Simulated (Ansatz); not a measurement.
A structure relaxed at PBE0-D4/def2-TZVP, charge 0, multiplicity 1:

```json
{"atom": "C1", "x (Å)": "-0.021", "y (Å)": "0.046", "z (Å)": "0.144"}
{"atom": "P2", "x (Å)": "0.188", "y (Å)": "-0.412", "z (Å)": "-1.301"}
{"atom": "H3", "x (Å)": "-0.167", "y (Å)": "0.366", "z (Å)": "1.158"}
```

**Question.** Give its formula and SMILES.

**Answer.** CHP, `C#P`.

**Question.** Point group (tolerance 0.08 Å, 0.16 Å for H)?

**Answer.** C∞v.

**Question.** Summarise the bond lengths by kind.

**Answer.** 1 × C–P 1.531 Å; 1 × C–H 1.073 Å.

All numbers were calculated with Ansatz.
